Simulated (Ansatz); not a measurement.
**C₂H₄B radical (SMILES [B]1CC1): single points off equilibrium**

A test off equilibrium: a structure displaced at random from a GFN2-xTB minimum is computed at several levels, and each is set against CCSD(T).

Method: single points in def2-TZVPP; program: Ansatz 0.2.0, Gaussian basis.

Cores are frozen in the correlated methods. Orbitals are unrestricted.

**1. Starting geometry**

SMILES `[B]1CC1`, 7 atoms, charge 0, spin multiplicity 2.

Atoms are counted from 1 here; the program's logs count them from 0.

Bond lengths: B1–C2 1.496 Å, B1–C3 1.468 Å, C2–C3 1.482 Å, C2–H4 1.184 Å, C2–H5 1.155 Å, C3–H6 1.139 Å, C3–H7 1.179 Å. Angles: C2–B1–C3 60.0°, B1–C2–C3 59.1°, B1–C2–H4 124.0°, B1–C2–H5 126.7°, C3–C2–H4 118.8°, C3–C2–H5 121.0°, H4–C2–H5 102.7°, B1–C3–C2 60.9°, B1–C3–H6 118.0°, B1–C3–H7 123.0°, C2–C3–H6 108.2°, C2–C3–H7 122.5°, H6–C3–H7 113.4°.

Geometry (Å):

| atom | x (Å) | y (Å) | z (Å) |
| --- | --- | --- | --- |
| B1 | 1.3307 | -0.0472 | -0.0448 |
| C2 | 0.0119 | -0.7506 | 0.0076 |
| C3 | 0.0856 | 0.7294 | 0.0023 |
| H4 | -0.4834 | -1.3007 | -0.9170 |
| H5 | -0.4307 | -1.3207 | 0.9099 |
| H6 | -0.2714 | 1.1076 | 1.0160 |
| H7 | -0.3002 | 1.3803 | -0.9020 |

**2. CCSD(T)/def2-TZVPP**

Contents of run/in.yaml:

```yaml
crystal:
  periodic: [false, false, false]
  atoms:
    - {symbol: B, position_ang: [1.330700, -0.047200, -0.044800]}
    - {symbol: C, position_ang: [0.011900, -0.750600, 0.007600]}
    - {symbol: C, position_ang: [0.085600, 0.729400, 0.002300]}
    - {symbol: H, position_ang: [-0.483400, -1.300700, -0.917000]}
    - {symbol: H, position_ang: [-0.430700, -1.320700, 0.909900]}
    - {symbol: H, position_ang: [-0.271400, 1.107600, 1.016000]}
    - {symbol: H, position_ang: [-0.300200, 1.380300, -0.902000]}
basis:
  gaussian: {orbitals: def2-TZVPP}
magnetization: {spin_polarized: true, initial_magnetization: 1}
correlation: {method: ccsd_t}
scf: {omitted_lower_state_checks: [cluster_reference]}
output: {forces: true}
```

The command line of these runs was not kept.

**3. PBE0-D4/def2-TZVPP**

Changes to run/in.yaml since step 2:

```diff
@@ -13,4 +13,3 @@
 magnetization: {spin_polarized: true, initial_magnetization: 1}
-correlation: {method: ccsd_t}
-scf: {omitted_lower_state_checks: [cluster_reference]}
-output: {forces: true}
+hamiltonian: {xc: pbe0, dispersion: d4}
+output: {forces: true, orbitals: {seedname: orbitals}}
```

**4. wB97M-V/def2-TZVPP**

Changes to run/in.yaml since step 3:

```diff
@@ -13,3 +13,3 @@
 magnetization: {spin_polarized: true, initial_magnetization: 1}
-hamiltonian: {xc: pbe0, dispersion: d4}
-output: {forces: true, orbitals: {seedname: orbitals}}
+hamiltonian: {xc: {name: wB97M-V}}
+output: {forces: true}
```

**5. r2SCAN-D4/def2-TZVPP**

Changes to run/in.yaml since step 4:

```diff
@@ -13,3 +13,3 @@
 magnetization: {spin_polarized: true, initial_magnetization: 1}
-hamiltonian: {xc: {name: wB97M-V}}
+hamiltonian: {xc: r2scan, dispersion: d4}
 output: {forces: true}
```

**6. PBE-D4/def2-TZVPP**

Changes to run/in.yaml since step 5:

```diff
@@ -13,3 +13,3 @@
 magnetization: {spin_polarized: true, initial_magnetization: 1}
-hamiltonian: {xc: r2scan, dispersion: d4}
+hamiltonian: {xc: pbe, dispersion: d4}
 output: {forces: true}
```

**7. BHLYP-D4/def2-TZVPP**

Changes to run/in.yaml since step 6:

```diff
@@ -13,3 +13,3 @@
 magnetization: {spin_polarized: true, initial_magnetization: 1}
-hamiltonian: {xc: pbe, dispersion: d4}
+hamiltonian: {xc: {name: BHLYP}, dispersion: d4}
 output: {forces: true}
```

**8. LC-wPBE/def2-TZVPP**

Changes to run/in.yaml since step 7:

```diff
@@ -13,3 +13,3 @@
 magnetization: {spin_polarized: true, initial_magnetization: 1}
-hamiltonian: {xc: {name: BHLYP}, dispersion: d4}
+hamiltonian: {xc: {name: LC-wPBE}}
 output: {forces: true}
```

(Steps that only read results are left out.)

Before running it: what results should come out? Wanted: energy less free atoms, CCSD(T)/def2-TZVPP; RMS force component; RMS force error; HOMO and LUMO, PBE0-D4; T1 diagnostic.

**Answer**, as computed:

| quantity | value |
| --- | --- |
| energy less free atoms, CCSD(T)/def2-TZVPP | -2443.5 kJ/mol |
| RMS force component | 1.807 to 2.084 eV/Å over the methods |
| RMS force error | PBE0-D4 0.264, wB97M-V 0.201, r2SCAN-D4 0.259, PBE-D4 0.286, BHLYP-D4 0.274, LC-wPBE 0.291 eV/Å |
| HOMO and LUMO, PBE0-D4 | -6.38 and -1.95 eV |
| T1 diagnostic | 0.015 |

**Reading.** Against CCSD(T) the functionals' energies less atoms differ by -173.9 to -20.1 kJ/mol, PBE-D4 by -173.9 kJ/mol. A larger basis would deepen the CCSD(T) value, while the functionals are nearly converged already, so the order here is not reliable. On forces the order runs from wB97M-V to LC-wPBE. Frozen-core CCSD(T) forces in triple zeta carry basis errors of their own, and this is one geometry, so small gaps rank nothing.
